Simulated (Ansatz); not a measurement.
**C2H4FNS: one species, many methods**

The task here is to estimate one member of a computed series from the others.

Computed with Ansatz 0.2.0, Gaussian basis. Level: functionals in def2-TZVPP, the program's frozen cores in correlated methods.

Levels to be run: LDA (SPW92), PBE-D4, revPBE-D4, BLYP-D4, r2SCAN-D4, B97M-V, PBE0-D4, B3LYP-D4, r2SCANh-D4, r2SCAN0-D4, HSE06-D4, BHLYP-D4, CAM-B3LYP-D4, LC-ωPBE, ωB97X-V, ωB97M-V, B2PLYP, PBE-QIDH; CCSD(T)/def2-SVP; CCSD(T)/def2-TZVPP; MP2/def2-QZVPP; extrapolation to the limit; RPA on PBE.

## Structure used throughout

All runs share one geometry, relaxed beforehand with PBE0-D4 in a triple-zeta def2 set.

SMILES `NC1(F)CS1`, 9 atoms, charge 0, spin multiplicity 1.

Atoms are counted from 1 here; the program's logs count them from 0.

Bond lengths: N1–C2 1.407 Å, N1–H6 1.008 Å, N1–H7 1.013 Å, C2–F3 1.358 Å, C2–C4 1.478 Å, C2–S5 1.794 Å, C4–S5 1.823 Å, C4–H8 1.085 Å, C4–H9 1.085 Å. Angles: C2–N1–H6 111.8°, C2–N1–H7 112.0°, H6–N1–H7 110.9°, N1–C2–F3 109.6°, N1–C2–C4 125.8°, N1–C2–S5 118.1°, F3–C2–C4 114.1°, F3–C2–S5 116.8°, C4–C2–S5 66.9°, C2–C4–S5 64.9°, C2–C4–H8 117.4°, C2–C4–H9 118.2°, S5–C4–H8 114.9°, S5–C4–H9 115.7°, H8–C4–H9 115.8°, C2–S5–C4 48.2°.

Set-up of the first run:

in.yaml reads:

```yaml
crystal:
  periodic: [false, false, false]
  atoms:
    - {symbol: N, position_ang: [1.023385, 0.989690, -0.191759]}
    - {symbol: C, position_ang: [0.300148, -0.201986, -0.383288]}
    - {symbol: F, position_ang: [1.156179, -1.209927, -0.693919]}
    - {symbol: C, position_ang: [-0.880323, -0.631457, 0.394648]}
    - {symbol: S, position_ang: [-1.228037, -0.120996, -1.320457]}
    - {symbol: H, position_ang: [0.430516, 1.802241, -0.260981]}
    - {symbol: H, position_ang: [1.532851, 0.987773, 0.683459]}
    - {symbol: H, position_ang: [-0.993166, -1.693174, 0.586710]}
    - {symbol: H, position_ang: [-1.253054, 0.031437, 1.168488]}
basis:
  gaussian: {orbitals: def2-TZVPP}
hamiltonian: {xc: lda}
output: {orbitals: {seedname: orbitals}}
```

Steps of the session up to this table: LDA; PBE-D4 (GGA); revPBE-D4 (GGA); BLYP-D4 (GGA); r2SCAN-D4 (meta-GGA); B97M-V (meta-GGA); PBE0-D4 (hybrid); B3LYP-D4 (hybrid); r2SCANh-D4 (hybrid); r2SCAN0-D4 (hybrid); HSE06-D4 (hybrid); BHLYP-D4 (hybrid); CAM-B3LYP-D4 (range-separated); LC-ωPBE (range-separated); ωB97X-V (range-separated); ωB97M-V (range-separated); B2PLYP (double hybrid); PBE-QIDH (double hybrid).

One table of the session follows, with a row left open; its other results are not shown here.

It belongs to the step «Orbital energies across the functionals». 

| functional | HOMO (eV) | gap (eV) |
| --- | --- | --- |
| LDA (SPW92) | -5.90 | 4.50 |
| PBE-D4 | -5.76 | 4.56 |
| revPBE-D4 | -5.71 | 4.59 |
| BLYP-D4 | -5.62 | 4.50 |
| r2SCAN-D4 | -6.02 | 5.06 |
| B97M-V | -6.11 | 5.17 |
| PBE0-D4 | -7.06 | 6.84 |
| B3LYP-D4 | -6.81 | 6.32 |
| r2SCANh-D4 | -6.50 | 5.90 |
| r2SCAN0-D4 | -7.22 | 7.15 |
| HSE06-D4 | -6.65 | 6.05 |
| BHLYP-D4 | -8.21 | 8.98 |
| CAM-B3LYP-D4 | -8.43 | 9.27 |
| LC-ωPBE | -9.85 | 11.92 |
| ωB97X-V | ? | ? |
| ωB97M-V | -9.29 | 11.07 |

Estimate the missing values for ωB97X-V.

As computed: HOMO (eV): -9.46; gap (eV): 11.43. In the column «HOMO (eV)» it lies between LC-ωPBE (-9.85) and ωB97M-V (-9.29).
